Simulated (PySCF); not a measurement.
Stretching HCl

Set-up: PySCF, spin-free X2C with a Gaussian nucleus, basis sets H jorge-DZP-DKH, Cl jorge-DZP-DKH. Energies in eV from H + Cl in their ground configurations at the same level. State: ¹Σ⁺ (singlet), closed shell.

All columns are LDA. A positive dipole means H(−)Cl(+).

| R (Å) | E (eV) | μ (D) | Mulliken charge on H (basis-dependent) | HOMO (eV) | LUMO (eV) | Mayer bond order | ⟨S²⟩ |
| --- | --- | --- | --- | --- | --- | --- | --- |
| 1.112 | -4.274 | -1.27 | 0.10 | -8.13 | 0.64 | 1.05 | 0.00 |
| 1.164 | -4.681 | -1.33 | 0.14 | -8.08 | 0.27 | 1.03 | 0.00 |
| 1.215 | -4.924 | -1.38 | 0.17 | -8.03 | -0.14 | 1.01 | 0.00 |
| 1.254 | -5.021 | -1.42 | 0.19 | -8.00 | -0.46 | 0.99 | 0.00 |
| 1.293 | -5.060 | -1.46 | 0.20 | -7.97 | -0.78 | 0.98 | 0.00 |
| 1.332 | -5.052 | -1.49 | 0.21 | -7.94 | -1.11 | 0.97 | 0.00 |
| 1.383 | -4.983 | -1.54 | 0.23 | -7.90 | -1.54 | 0.96 | 0.00 |
| 1.448 | -4.827 | -1.60 | 0.24 | -7.85 | -2.07 | 0.95 | 0.00 |
| 1.526 | -4.571 | -1.67 | 0.24 | -7.80 | -2.67 | 0.95 | 0.00 |
| 1.629 | -4.161 | -1.76 | 0.25 | -7.74 | -3.42 | 0.94 | 0.00 |

A fit through these points gives, at Re = 1.305 Å, μ = -1.47 D and dμ/dR = -0.977 D/Å; the reduced mass is 0.9796 u.

**Question.** How strong is the fundamental in the double-harmonic approximation, I = 42.26·(dμ/dR)²/μred km/mol?

**Answer.** I = 42.26·(-0.977)²/0.9796 = 41.2 km/mol at LDA.
